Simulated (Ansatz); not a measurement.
# BO: the cost of one run

Method: the levels named in each step, in Ansatz 0.2.0.

## (1) The starting structure

Bond lengths: B1–O2 1.263 Å.

Structure file:

```xyz
2

B     0.0000    0.0000    0.0000
O     0.0000    0.0000    1.2634
```

## (2) A rough first relaxation, PBE-D4/def2-SVPD

Contents of input.yaml:

```yaml
crystal:
  periodic: [false, false, false]
  atoms:
    - { symbol: B, position_ang: [0.0, 0.0, 0.0] }
    - { symbol: O, position_ang: [0.0, 0.0, 1.26342] }
total_charge: -1
basis:
  gaussian: { orbitals: def2-SVPD }
hamiltonian:
  xc: pbe
  dispersion: d4
relax:
  f_tol: 0.03
  max_steps: 200
```

Run with:

```bash
$ ansatz run input.yaml --threads 1 --pin off --max-ram 2560MiB --backend cpu --events-out ev --progress --plain --runs-dir out
```

**Question.** How long does this run take on 1 thread of Arm Neoverse V1, shared host, and how much memory does it need?

About 1.5 s, with a peak of 0.082 GiB.
